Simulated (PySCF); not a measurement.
# How the method changes the constants of NaN

State: ³Σ⁻ (triplet), unpaired electrons π ↑↑. Set-up: basis Na pcseg-2, N pcseg-2; no relativity; PySCF 2.14. De refers to Na + N in their high-spin ground configurations, without counterpoise correction. The functionals are run spin-unrestricted. A positive dipole means Na(−)N(+). Levels whose curve was spin-contaminated or gave no clean fit are not listed.

```tsv
Level	Re (Å)	ωe (cm⁻¹)	De (eV)	μ (D)
ROHF	2.218	446	-0.77	-8.72
ROHF-MP2	2.240	427	0.63	n/a
ROHF-SCS-MP2	2.243	424	0.73	n/a
ROHF-CCSD	2.259	400	0.67	n/a
ROHF-CCSD(T)	2.270	388	0.77	n/a
PBE	2.269	372	1.38	-5.68
BP86	2.270	372	1.42	-5.89
M06-L	2.235	413	1.36	-8.28
B97-3	2.250	391	1.11	-6.48
CAM-B3LYP	2.220	413	1.15	-6.95
```

Which functional lies closest to ROHF-CCSD(T) in De, which farthest, and by how much do they differ from it?

Closest is B97-3 (-2.0 pm in Re, +0.8 % in ωe, +0.34 eV in De against ROHF-CCSD(T) in the same basis), farthest BP86 (+0.0 pm in Re, -4.1 % in ωe, +0.65 eV in De). CCSD(T) converges more slowly with the basis than the functionals do and binds too weakly in this one, so the order can change at the basis-set limit.

What does second-order correlation do here, going from ROHF to ROHF-MP2?

ROHF-MP2 less ROHF: +2.2 pm in Re, -4.3 % in ωe, +1.40 eV in De. Correlation nearly always deepens the well. The bond lengthens, as in strong covalent bonds, where excitations into antibonding orbitals dominate.

Correlated steps freeze 2 core orbitals. The CCSD T1 diagnostic is raised, a sign that a single reference may not be enough here. UHF is strongly spin-contaminated for NaN, so the ROHF reference used there is far from stable. A negative De means that the minimum lies above the separated atoms at that level. The state was picked by a PBE0 search and need not be the measured ground state.
